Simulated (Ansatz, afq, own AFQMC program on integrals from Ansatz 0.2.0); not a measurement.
BO, doublet in 6-31G, levels against full CI

```xyz
2

B     0.0000    0.0000    0.0000
O     0.0000    0.0000    3.2240
```

Basis 6-31G. Noble-gas cores (and the filled d shells of Ga–Kr and In–Xe) are frozen. AFQMC by an in-house program on the Cholesky factors that Ansatz 0.2.0 writes for its CCSD(T) run. The CISD trial takes its coefficients from CCSD amplitudes. Released means that phaseless walkers are propagated on without the constraint, phases kept. Error bars are statistical, one sigma.

Determinant: UHF, the one that the program's search chose, which needn't be the lowest solution. The geometry is a point of a scan.

Full CI on the same integrals is exact in this basis and with this determinant's frozen core.

Cautions: unrestricted determinant spin contaminated (⟨S²⟩ 1.73 against 0.75).

- T1 diagnostic: 0.0240
- weight of the determinant in the CISD state: 0.899
- ⟨S²⟩ of the determinant: 1.733
- size of the correlated space: 9 electrons in 16 orbitals

Reference: full CI, correlation energy -2.906 eV. The released energy is read at 1.62 1/Eh, later times being too noisy (meV from the phaseless value at times in 1/Eh: -15 ± 4 at 0.24, -24 ± 4 at 0.51, -39 ± 10 at 0.99, -36 ± 6 at 1.62, -34 ± 13 at 2.40). The cautions show a poor starting determinant, so the rows tell how each method copes with it here, and full CI is the sure value.

| level | E − E(reference) (kcal/mol) | share of correlation (%) |
| --- | --- | --- |
| HF | 67.01 | 0.00 |
| MP2 | 20.67 | 69.15 |
| CCSD | 2.71 | 95.95 |
| CCSD(T) | 1.98 | 97.05 |
| CCSDT | 0.41 | 99.38 |
| CCSDT(Q) | 0.07 | 99.90 |
| CCSDTQ | 0.04 | 99.94 |
| ph-AFQMC/CISD | 1.04 ± 0.10 | 98.45 |
| released AFQMC | 0.22 ± 0.14 | 99.68 |

CCSDT and higher add their correlation energy to the determinant of the CCSD(T) run, since their own runs factorise the integrals more tightly (a shift of under 2 meV). Released energies are given only where the last usable release times agree within the noise; a slower fall can still hide under it.
